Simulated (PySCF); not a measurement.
Stepwise substitution at one centre (B H-F). Gas-phase values, no solvent. Strings in code marks are SMILES.

Method: PBE-D3(BJ)/def2-TZVP // B3LYP-D3(BJ)/def2-TZVP (PySCF). Excitations are Tamm–Dancoff values on a coarser integration grid. The basis has no diffuse functions, so Rydberg states are missing or too high.

| species | HOMO (eV) | S1–T1 gap (TDA) (eV) | S1 oscillator strength | S1 excitation (TDA) (eV) |
|---|---|---|---|---|
| 0 of 3 H replaced by F | -8.48 | – | – | – |
| 1 of 3 H replaced by F (`BF`) | -7.76 | 0.65 | 0.000 | 5.72 |
| 2 of 3 H replaced by F (`FBF`) | -9.13 | 0.95 | 0.046 | 8.13 |
| 3 of 3 H replaced by F | -10.00 | 0.26 | 0.000 | 9.70 |
